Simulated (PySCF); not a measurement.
# Excitation energies in several basis sets

Species: C₅H₉N.
SMILES: `C/C=N/C1CC1`

TDDFT with PBE0 (PySCF), vertical singlets, core orbitals frozen in the response, spherical d and f functions. Isolated species at its PBE0-D3(BJ)/def2-SVP geometry (one conformer only).

**Question.** Compare 6-31G*, 6-31+G*, def2-SVP, def2-SVPD, aug-cc-pVDZ and def2-TZVP for this molecule.

**Answer.** 

| basis | functions | diffuse | S1 (eV) | S2 (eV) | S3 (eV) | S4 (eV) | S5 (eV) | LUMO (eV) | α (au) |
| --- | --- | --- | --- | --- | --- | --- | --- | --- | --- |
| 6-31G* | 102 | no | 5.46 | 6.90 | 7.54 | 8.46 | 8.69 | 0.49 | 61.0 |
| 6-31+G* | 126 | yes | 5.40 | 6.56 | 6.68 | 6.87 | 7.14 | 0.08 | 68.7 |
| def2-SVP | 129 | no | 5.37 | 6.86 | 7.53 | 7.90 | 8.04 | 0.27 | 63.4 |
| def2-SVPD | 192 | yes | 5.32 | 6.63 | 7.18 | 7.30 | 7.36 | 0.03 | 71.6 |
| aug-cc-pVDZ | 219 | yes | 5.33 | 6.36 | 6.41 | 6.56 | 6.64 | 0.00 | 73.7 |
| def2-TZVP | 240 | no | 5.35 | 6.62 | 7.35 | 7.55 | 7.78 | 0.10 | 70.7 |

States are compared by their number. Against the largest diffuse basis here (aug-cc-pVDZ, itself not a converged limit), sets without diffuse functions differ by up to 0.13 eV in S1 and 2.04 eV in S5; the smaller diffuse sets differ by up to 0.07 and 0.72 eV. S1 is led by HOMO→LUMO (96%) in 6-31G* and by HOMO-1→LUMO (96%) in aug-cc-pVDZ. S1 is led by HOMO→LUMO (98%) in def2-SVP and by HOMO-1→LUMO (96%) in aug-cc-pVDZ. State by state, the largest deviation of a set without diffuse functions is S1 0.13, S2 0.54, S3 1.12, S4 1.91, S5 2.04 eV. The same number needn't mean the same state in each row. Against aug-cc-pVDZ the polarisability deviates by -17% in 6-31G*, -7% in 6-31+G*, -14% in def2-SVP, -3% in def2-SVPD, -4% in def2-TZVP. A single + in a Pople set puts diffuse functions on heavy atoms only.
